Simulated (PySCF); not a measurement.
The numbers are results of PBE-D3(BJ)/def2-TZVP // B3LYP-D3(BJ)/def2-TZVP (PySCF 2.14.0), not measurements. All species are isolated molecules in the gas phase. Delta-SCF ions had no search for a lower state. Excitations are Tamm–Dancoff values on a coarser integration grid. The basis has no diffuse functions, so Rydberg states are missing or too high.

Reference species (SMILES): `FB(F)F` (neutral, multiplicity 1).

```
Quantity                                  Result
--------------------------------------  --------
vertical ionisation energy (Delta-SCF)  14.42 eV
S1 excitation (TDA)                      9.70 eV
```

Changed species: `IB(I)I` (3 of 3 F replaced by I; the reference has 0 of 3 F replaced by I).

Question: Predict the effect on the vertical ionisation energy (Delta-SCF) and S1 excitation (TDA).

Answer: the vertical ionisation energy (Delta-SCF) falls by 5.69 eV, to 8.73 eV; the S1 excitation (TDA) falls by 6.62 eV, to 3.08 eV.
